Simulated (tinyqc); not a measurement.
Ways to converge the cycle: SCF convergence aids in the sto-3g basis, for LiH, spin multiplicity 3. Computed by the program tinyqc with PySCF. UHF with one setting changed at a time; a run stops when the energy changes by less than 1e-09 hartree and the error matrix is below 1e-5. The start is the Wolfsberg-Helmholz matrix. Damping d keeps d of the old density; a shift (hartree) raises the virtual levels; DIIS n extrapolates F over n matrices.

Geometry (angstrom):
```
atom,x,y,z
Li,0.0000,0.0000,0.0000
H,0.0000,0.0000,2.1190
```

lowest solution found by these runs and by PySCF with stability checks = -7.776669 hartree

Largest element of the error matrix X^T (FDS - SDF) X:
```
iteration,plain,damping 0.3,damping 0.6,shift 0.4,DIIS 3,DIIS 8
1,1.3e-01,1.3e-01,1.3e-01,1.3e-01,1.3e-01,1.3e-01
2,5.9e-02,8.0e-02,1.0e-01,8.8e-02,5.9e-02,5.9e-02
3,2.4e-02,4.8e-02,7.9e-02,5.6e-02,9.0e-03,9.0e-03
4,9.5e-03,2.8e-02,6.1e-02,3.5e-02,3.4e-03,3.4e-03
5,4.5e-03,1.6e-02,4.7e-02,2.2e-02,1.4e-04,1.5e-04
6,2.6e-03,9.5e-03,3.6e-02,1.4e-02,2.2e-06,1.7e-06
8,8.6e-04,3.3e-03,2.1e-02,9.0e-03,-,-
10,2.8e-04,1.7e-03,1.2e-02,5.7e-03,-,-
14,3.0e-05,4.0e-04,4.1e-03,2.2e-03,-,-
20,-,4.7e-05,1.1e-03,5.1e-04,-,-
30,-,-,1.7e-04,4.5e-05,-,-
45,-,-,1.0e-05,-,-,-
```

How each run ends:
```
run,iterations,E (hartree),state
plain,17,-7.776669,lowest found
damping 0.3,25,-7.776669,lowest found
damping 0.6,46,-7.776669,lowest found
shift 0.4,37,-7.776669,lowest found
DIIS 3,7,-7.776669,lowest found
DIIS 8,7,-7.776669,lowest found
```

What does the comparison show, and why?

6 of 6 runs reach the lowest solution found, in 7 to 46 iterations (fastest: DIIS 3, DIIS 8). Plain steps already contract here, so damping only slows them. DIIS 3 and DIIS 8 gain by cancelling the error over several earlier matrices, much as a quasi-Newton step does.
